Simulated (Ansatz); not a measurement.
`CC1(N)OCO1`, relaxed with RKS PBE-D4/def2-SVP in the Gaussian-basis code of Ansatz from a rough embedded geometry. The force threshold is 0.03 eV/Å; the program also tests the step.

The species carries charge 0 and has multiplicity 1.

Start:

```xyz
13

C    -1.180    0.949   -0.310
C    -0.166   -0.005    0.254
N    -0.599   -0.578    1.475
O     0.338   -1.029   -0.571
C     1.553   -0.358   -0.732
O     1.172    0.520    0.322
H    -1.350    1.792    0.306
H    -2.082    0.418   -0.545
H    -0.765    1.373   -1.325
H     0.207   -0.990    1.976
H    -1.264   -1.288    1.349
H     1.724    0.187   -1.671
H     2.413   -0.991   -0.527
```

**Question.** By how much does the energy fall, and how many steps does the optimiser take? (Estimate.)

**Answer.** Ansatz gave: 15.08 kcal/mol, in 6 steps, 1 of them rejected.

**Question.** Which bonds change most? (Estimate.)

**Answer.** Ansatz gave: C1–H9 from 1.175 to 1.105 Å; C2–O4 from 1.408 to 1.477 Å; C1–H7 from 1.058 to 1.107 Å; N3–H11 from 0.981 to 1.024 Å.

**Question.** Give the relaxed structure. (An estimate is asked.)

**Answer.** Computed: 
```xyz
13

C    -1.164    0.879   -0.340
C    -0.110   -0.038    0.264
N    -0.504   -0.542    1.515
O     0.366   -1.028   -0.722
C     1.588   -0.309   -0.737
O     1.205    0.559    0.324
H    -1.377    1.718    0.350
H    -2.101    0.320   -0.535
H    -0.798    1.285   -1.300
H     0.119   -1.288    1.840
H    -1.477   -0.859    1.535
H     1.766    0.236   -1.700
H     2.485   -0.934   -0.496
```
